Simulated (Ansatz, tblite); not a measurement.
Removing and adding an electron: Al(NH2Me)H3 (CH₈AlN). The state is a singlet with charge 0. Geometry: r2SCAN-D4/def2-TZVP. Ansatz, gas phase; energy differences of separate SCF runs; the oxidised species was run as a doublet alone; the reduced species was run as a doublet alone.

```xyz
11

Al   -1.2615   -0.5216   -0.8626
N     0.5957   -0.3796   -0.0209
C     0.7628    0.8029    0.8549
H     1.2858   -0.3601   -0.7684
H     0.7745   -1.2316    0.5059
H     1.7625    0.8538    1.2910
H     0.5727    1.6974    0.2634
H     0.0172    0.7510    1.6472
H    -1.2887    0.8620   -1.6731
H    -2.1480   -0.6039    0.4714
H    -1.0731   -1.8704   -1.7090
```

The xTB rows come from tblite.

Task: Estimate orbital energies and vertical ionisation energies and electron affinities at: GFN1-xTB; GFN2-xTB; PBE-D4/def2-TZVPD; r2SCAN-D4/def2-TZVPD; PBE0-D4/def2-TZVP; PBE0-D4/def2-TZVPD.

Result: 
| level | −HOMO (eV) | vertical IE (eV) | −LUMO (eV) | vertical EA (eV) | HOMO–LUMO gap (eV) | IE − EA (eV) | remarks |
| --- | --- | --- | --- | --- | --- | --- | --- |
| GFN1-xTB | 11.26 | 14.49 | 4.57 | 1.58 | 6.70 | 12.91 | – |
| GFN2-xTB | 10.19 | 13.38 | 3.90 | 0.18 | 6.28 | 13.20 | – |
| PBE-D4/def2-TZVPD | 6.14 | – | 1.22 | -0.44 | 4.92 | – | HOMO above zero (-1 doublet) |
| r2SCAN-D4/def2-TZVPD | 6.43 | – | 0.55 | -0.59 | 5.88 | – | HOMO above zero (-1 doublet) |
| PBE0-D4/def2-TZVP | 7.37 | 9.72 | 0.09 | – | 7.28 | – | – |
| PBE0-D4/def2-TZVPD | 7.38 | – | 0.50 | -0.58 | 6.89 | – | HOMO above zero (-1 doublet) |

Run but left out: PBE-D4/def2-TZVP, r2SCAN-D4/def2-TZVP (charge +1 doublet: an occupied level 0.00 to 0.22 eV above an empty one).   A HOMO above zero means that the electron is unbound at that level or that self-interaction error raises the level; the energy of removing that electron tells which. Raw xTB energy differences between charge states are shifted by several eV; the methods need an empirical correction for them. A negative affinity means that the extra electron isn't bound; its size then hangs on the basis.
